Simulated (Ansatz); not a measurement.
Two structures, one formula

Two relaxed structures of CHOS (charge -1), singlet (PBE0-D4/def2-TZVPD; forces vanish, vibrations not checked).

A:

```xyz
4
angstrom
O -0.9061 0.4789 0.8369
C -0.0914 0.0852 0.0093
S 1.0920 -1.1439 0.1466
H -0.0946 0.5798 -0.9928
```

B:

O1  (1.804, -1.984, 0.851)
C2  (0.100, -0.078, 0.170)
S3  (1.260, -1.101, -0.235)
H4  (-0.073, 0.404, -0.813)
(Å)

Ansatz 0.2.0; basis: def2-TZVPPD; cores frozen in the correlated methods. B3LYP uses VWN-RPA correlation.

(1) Which structure is lower at CCSD(T), and by how much? (To be estimated.)

T1 diagnostic: at most 0.029. The restricted Hartree–Fock reference is unstable towards an unrestricted one at one or more of these structures.

Answers

(1) By the calculation: A, by 2.547 eV (electronic energy, against the other). By their contacts, A is CHOS ([O][CH][S]), total charge -1 and B is CHOS ([CH][S][O]), total charge -1.

All methods give the same order:

```json
{"method": "PBE-D4", "E(B) − E(A) (eV)": "2.476"}
{"method": "r2SCAN-D4", "E(B) − E(A) (eV)": "2.524"}
{"method": "PBE0-D4", "E(B) − E(A) (eV)": "2.611"}
{"method": "B3LYP-D4", "E(B) − E(A) (eV)": "2.607"}
{"method": "wB97M-V", "E(B) − E(A) (eV)": "2.568"}
{"method": "HF", "E(B) − E(A) (eV)": "2.973"}
{"method": "MP2", "E(B) − E(A) (eV)": "2.579"}
{"method": "CCSD", "E(B) − E(A) (eV)": "2.637"}
{"method": "CCSD(T)", "E(B) − E(A) (eV)": "2.547"}
```

Labels in which every atom is bracketed show which atoms are joined, not bond orders.

For scale, one of the runs: CCSD(T)/def2-TZVPPD, 145 basis functions, launched by `ansatz run in.yaml --threads 2 --pin off --events-out ev --progress --plain --max-ram 4352MiB`. Hardware: 2 CPU threads of an Arm Neoverse V2, shared host. Wall time 13 s; peak host memory 0.87 GiB.
